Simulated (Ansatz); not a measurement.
Geometry optimisation, RKS PBE0-D4/def2-SVP (Ansatz).

input.yaml

```yaml
crystal:
  periodic: [false, false, false]
  atoms:
    - { symbol: "N", position_ang: [-0.1318, 1.3233, 0.8217] }
    - { symbol: C, position_ang: [0.164, 0.3323, -0.1714] }
    - { symbol: C, position_ang: [0.5128, -1.0381, 0.2953] }
    - { symbol: O, position_ang: [-0.5011, -1.6159, 0.9685] }
    - { symbol: C, position_ang: [0.3197, 0.76, -1.5335] }
    - { symbol: "N", position_ang: [-0.8513, 0.401, -1.3064] }
    - { symbol: H, position_ang: [-0.4641, 0.9049, 1.6703] }
    - { symbol: H, position_ang: [-0.9855, 1.8509, 0.4609] }
    - { symbol: H, position_ang: [1.3809, -0.9705, 1.0608] }
    - { symbol: H, position_ang: [0.8421, -1.693, -0.4943] }
    - { symbol: H, position_ang: [-1.3409, -1.4863, 0.3889] }
    - { symbol: H, position_ang: [1.1321, 1.1762, -2.1267] }
basis:
  gaussian: { orbitals: def2-SVP }
hamiltonian:
  xc: pbe0
  dispersion: d4
relax:
  f_tol: 0.015
  max_steps: 40
```

Command:

```bash
$ ansatz run input.yaml --threads 2 --pin off --max-ram 3072MiB --backend cpu --events-out ev --progress --plain --runs-dir out
```

Question: Where does it end, and by what steps?

Answer: The run converged. After 8 steps the energy has fallen by 0.673 eV; H8 moved furthest, 0.38 Å.

```tsv
step	energy less start (eV)	largest force component (eV/Å)	accepted
0	0.0000	4.255	yes
1	-0.4572	1.349	yes
2	-0.6008	0.698	yes
3	-0.6090	1.225	yes
4	-0.6620	0.493	yes
5	-0.6704	0.066	yes
6	-0.6717	0.048	yes
7	-0.6723	0.023	yes
8	-0.6726	0.012	yes
```

```xyz
12
Properties=species:S:1:pos:R:3
N -0.192 1.235 0.862
C 0.108 0.336 -0.186
C 0.500 -1.027 0.325
O -0.514 -1.572 1.131
C 0.429 0.796 -1.511
N -0.749 0.350 -1.462
H -0.751 0.762 1.570
H -0.684 2.062 0.539
H 1.395 -0.941 0.962
H 0.752 -1.679 -0.532
H -1.292 -1.682 0.572
H 1.075 1.306 -2.236
```

Run time: 38 s on 2 threads of Intel(R) Xeon(R) CPU @ 2.80GHz (Skylake/Cascade Lake), with other jobs on the host, peak memory 0.29 GiB.
